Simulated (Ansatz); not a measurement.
Geometry optimisation, RKS r2SCAN-D4/def2-TZVP in Ansatz.

The input (input.yaml):

```yaml
crystal:
  periodic: [false, false, false]
  atoms:
    - { symbol: B, position_ang: [0.015829, 0.116146, 0.306317] }
    - { symbol: C, position_ang: [0.031878, 0.212261, 1.884544] }
    - { symbol: H, position_ang: [-0.908507, -0.061964, 2.366482] }
    - { symbol: H, position_ang: [0.864719, -0.301395, 2.367915] }
    - { symbol: H, position_ang: [0.176187, 1.284332, 2.099258] }
    - { symbol: H, position_ang: [1.038829, 0.000655, -0.308296] }
    - { symbol: H, position_ang: [-1.004883, 0.279268, -0.30184] }
    - { symbol: H, position_ang: [-0.315109, -2.249068, 0.275755] }
    - { symbol: H, position_ang: [-0.249243, -1.852234, 0.862765] }
basis:
  gaussian: { orbitals: def2-TZVP }
hamiltonian:
  xc: r2scan
  dispersion: d4
relax:
  f_tol: 0.03
  max_steps: 50
```

Run as:

```bash
$ ansatz run input.yaml --threads 4 --pin off --max-ram 5120MiB --backend cpu --events-out ev --progress --plain --runs-dir out
```

Where does it end, and by what steps?

It converged. After 8 steps the energy has fallen by 0.097 eV; H9 moved furthest, 0.51 Å.

```
step  energy less start (eV)  largest force component (eV/Å)  accepted
   0                  0.0000                           1.281       yes
   1                 -0.0722                           0.389       yes
   2                 -0.0782                           0.807       yes
   3                 -0.0641                           0.340        no
   4                 -0.0927                           0.123       yes
   5                 -0.0954                           0.059       yes
   6                 -0.0965                           0.066       yes
   7                 -0.0969                           0.047       yes
   8                 -0.0969                           0.010       yes
```

```xyz
9
Properties=species:S:1:pos:R:3
B 0.017 0.127 0.397
C 0.046 0.327 1.936
H -0.887 0.102 2.456
H 0.887 -0.138 2.453
H 0.194 1.416 2.048
H 1.031 -0.030 -0.221
H -1.005 0.247 -0.217
H -0.328 -2.289 -0.021
H -0.307 -2.336 0.723
```

Whether the end is a true minimum wasn't checked by a vibrational analysis.

Time of the run: 14 s on 4 threads of AMD EPYC 7R43 64-Core Processor (Zen 3), with other jobs on the host, peak memory 0.17 GiB.
